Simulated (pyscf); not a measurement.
Single points on ωB97X-D3(BJ)/def2-SVP structures (PySCF, gas phase).

Q: How much does it cost (ΔH, 298 K, ωB97M-D3(BJ)/def2-TZVP) to split `[OH][SnH2][GeH3]` at its O–Sn bond into OH• + H₃Ge–SnH₂•?

A: O–Sn to OH• + H₃Ge–SnH₂•: 86.6 kcal/mol. The 7 functionals that were run give +84.4 (r²SCAN) to +89.2 kcal/mol (ωB97X-D3(BJ)). Other isomers of H₃Ge–SnH₂• were not searched in full and may lie lower. Left out: the spin-orbit lowering of OH. Elements up to Kr have no core potential and no relativistic terms here. Elements past Kr carry the def2 core potentials, without spin-orbit coupling.
